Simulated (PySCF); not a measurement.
**PN(OH)₂, singlet: data card**

These are results of PBE0 in PySCF with P def2-TZVP, N def2-TZVP, O def2-TZVP, H def2-TZVP; no relativity; density-fitted integrals, not measurements.

The structure is a minimum.

* Point group: Cs
* Bond lengths: O–H 0.966 Å (×2), P–N 1.480 Å, P–O 1.586 Å, P–O 1.606 Å
* Bond angles: H–O–P 109.8°, H–O–P 113.5°, N–P–O 131.0°, N–P–O 131.3°, O–P–O 97.7°
* Heat capacity Cp at 298.15 K: 72.8 J/(mol K)
* Rotational symmetry number: 1
* Enthalpy at 298.15 K above 0 K: 14.86 kJ/mol
* Rotational constants: 0.3287, 0.251, 0.1423 cm⁻¹
* Entropy at 298.15 K and 1 bar: 290.3 J/(mol K)
* Dipole moment: 5.20 D
* Principal quadrupole moments (Buckingham, traceless) about the centre of mass: -7.19, 1.16, 6.03 D Å
* Zero-point energy: 88.4 kJ/mol
* Highest occupied level: -7.47 eV
* Principal polarisabilities: 24.6, 35.2, 46.9 bohr³
* Lowest empty level: -1.33 eV
* Atomisation energy without zero-point energy: 2007 kJ/mol

Harmonic modes (masses in u: P 30.974, N 14.003, O 15.995, H 1.008):
```json
{"symmetry": "a''", "ω (cm⁻¹)": "306", "IR (km/mol)": "2.4"}
{"symmetry": "a'", "ω (cm⁻¹)": "336", "IR (km/mol)": "23.6"}
{"symmetry": "a''", "ω (cm⁻¹)": "360", "IR (km/mol)": "197"}
{"symmetry": "a'", "ω (cm⁻¹)": "399", "IR (km/mol)": "20.1"}
{"symmetry": "a''", "ω (cm⁻¹)": "479", "IR (km/mol)": "52.6"}
{"symmetry": "a'", "ω (cm⁻¹)": "832", "IR (km/mol)": "94.8"}
{"symmetry": "a'", "ω (cm⁻¹)": "914", "IR (km/mol)": "190"}
{"symmetry": "a'", "ω (cm⁻¹)": "1014", "IR (km/mol)": "135"}
{"symmetry": "a'", "ω (cm⁻¹)": "1050", "IR (km/mol)": "106"}
{"symmetry": "a'", "ω (cm⁻¹)": "1440", "IR (km/mol)": "73.1"}
{"symmetry": "a'", "ω (cm⁻¹)": "3821", "IR (km/mol)": "129"}
{"symmetry": "a'", "ω (cm⁻¹)": "3830", "IR (km/mol)": "157"}
```

Charges (e):
| atom | Mulliken | Löwdin | polar tensor | Mayer order to P1 |
| --- | --- | --- | --- | --- |
| P1 | 0.61 | 0.27 | 1.23 | – |
| N2 | -0.45 | -0.42 | -0.43 | 2.78 |
| O3 | -0.45 | -0.14 | -0.76 | 1.13 |
| O4 | -0.42 | -0.10 | -0.71 | 1.18 |
| H5 | 0.36 | 0.19 | 0.34 | 0.03 |
| H6 | 0.35 | 0.19 | 0.32 | 0.03 |
Other Mayer orders above 0.3: O–H 0.85 (×2).

Mulliken populations on P1: s 5.18, p 8.41, d 0.71, f 0.09.

Outer orbital energies (eV). occupied: -16.88, -13.58, -13.03, -12.43, -11.30, -9.31, -8.03, -7.47; empty: -1.33, -0.25, 0.98, 1.11.

This need not be the most stable arrangement of these atoms.

The final relaxation and frequency run took 71 s on 4 threads of a shared Intel Xeon 6975P-C (Granite Rapids) host, with 142 basis functions and 29 gradients; the process peaked at 1.9 GiB.
